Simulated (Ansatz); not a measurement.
# P₂H₄: from a rough start to a minimum

What shape does P₂H₄ take? The plan is to relax it, then compute its harmonic vibrations to see whether it is a minimum and to get the zero-point energy and entropy, and look at its orbitals and charge.

Method: RKS PBE0-D4/def2-TZVP; program: Ansatz 0.2.0, Gaussian basis.

Plan: relaxation at PBE0-D4/def2-TZVP; harmonic vibrations at the same level; a single point in def2-TZVPP for the fields.

## Step 1: Where the work starts

6 atoms, charge 0, spin multiplicity 1.

Atoms are counted from 1 here; the program's logs count them from 0.

Bond lengths: P1–P2 2.153 Å, P1–H3 1.395 Å, P1–H4 1.396 Å, P2–H5 1.396 Å, P2–H6 1.396 Å. Angles: P2–P1–H3 93.8°, P2–P1–H4 93.9°, H3–P1–H4 91.9°, P1–P2–H5 93.9°, P1–P2–H6 93.9°, H5–P2–H6 92.0°.

As a file:

```
P     0.3564   -1.0130   -0.0800
P    -0.3560    1.0131    0.0752
H    -0.4856   -1.4853    0.9276
H    -0.5605   -1.3591   -1.0736
H     0.4921    1.4883   -0.9260
H     0.5535    1.3560    1.0767
```

The start is a GFN2-xTB geometry.

## Step 2: Relaxation at PBE0-D4/def2-TZVP

in.yaml reads:

```yaml
crystal:
  periodic: [false, false, false]
  atoms:
    - {symbol: P, position_ang: [0.356440, -1.013040, -0.080020]}
    - {symbol: P, position_ang: [-0.356010, 1.013100, 0.075200]}
    - {symbol: H, position_ang: [-0.485630, -1.485260, 0.927610]}
    - {symbol: H, position_ang: [-0.560460, -1.359070, -1.073560]}
    - {symbol: H, position_ang: [0.492100, 1.488310, -0.925960]}
    - {symbol: H, position_ang: [0.553550, 1.355960, 1.076740]}
basis:
  gaussian: {orbitals: def2-TZVP}
hamiltonian: {xc: pbe0, dispersion: d4}
relax: {f_tol: 0.005, max_steps: 150}
```

Started as:

```
$ ansatz run in.yaml --threads 2 --pin off --events-out ev --progress --plain --max-ram 32768MiB --backend cpu
```

After this run come: Force constants and modes; Fields at the relaxed geometry.

Before running them: what should the planned runs give, taken together? Wanted: point group; shift from the start; total energy; dispersion term; dipole moment; lowest, highest wavenumber; zero-point energy; HOMO, LUMO.

As calculated:

| quantity | value |
| --- | --- |
| point group | C2h |
| steps | 5 |
| shift from the start (rms) | 0.040 Å |
| total energy | -18635.9864 eV |
| dispersion term | -90 meV |
| dipole moment | 0.00 D |
| lowest, highest wavenumber | 84, 2411 cm⁻¹ |
| zero-point energy | 22.0 kcal/mol |
| entropy at 298.15 K | 273.8 J/(mol K) |
| HOMO, LUMO | -6.89, -0.18 eV |

What this shows: The atoms moved 0.04 Å (rms) from the start; the bond that changed most is P1–P2, from 2.153 to 2.227 Å. No mode is imaginary: a true minimum at this level. The stiffest mode, 2411 cm⁻¹, is a P–H stretch. Harmonic hybrid wavenumbers usually lie a few per cent above measured fundamentals. The largest Mulliken charge, -0.18 e, sits on P1. The HOMO lies mostly on P1, P2 about 39 % each and the LUMO on P1, P2 about 34 % each; 4 H atoms about 8 % each.
